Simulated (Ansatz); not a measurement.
Strength of the C–C bond: C3H5F2 → C2H4 + CHF2

Species: C3H5F2 `[CH2]CC(F)F`, doublet; C2H4 (ethylene) `C=C`, singlet; CHF2 (difluoromethyl radical) `F[CH]F`, doublet. 

Shapes, held fixed at every level: PBE0-D4/def2-TZVP. Flexible molecules stand in one conformer, not always the lowest. Programs: Ansatz 0.2.0. The zero-point and thermal change to 298 K, harmonic and unscaled (PBE0-D4/def2-TZVP), is -7.2 kJ/mol.

```csv
level,kind,ΔH(298 K) (kJ/mol),less CCSD(T)/CBS estimate
HF/def2-TZVPP,Hartree–Fock,+109.2,-17.1
r2SCAN-D4/def2-TZVPP,meta-GGA,+134.0,+7.7
B3LYP-D4/def2-TZVPP,global hybrid,+113.8,-12.5
r2SCAN0-D4/def2-TZVPP,global hybrid,+142.5,+16.2
wB97M-V/def2-TZVPP,range-separated hybrid,+129.4,+3.1
B2PLYP/def2-TZVPP,double hybrid,+113.3,-13.0
CCSD(T)/CBS estimate,coupled cluster or CI,+126.3,0.0
```

The highest level, CCSD(T)/CBS estimate, gives ΔH(298 K) = +126.3 kJ/mol; the levels span +109.2 to +142.5. A fragment pairs its electrons up again, so this isn't a typical strength of such a bond. The column of differences is taken from that level and isn't an error. No measured value is set beside it here. Open shells run unrestricted. The CBS estimate extrapolates MP2 from def2-TZVPP and def2-QZVPP and adds CCSD(T) − MP2 in the triple-zeta set, cores frozen.
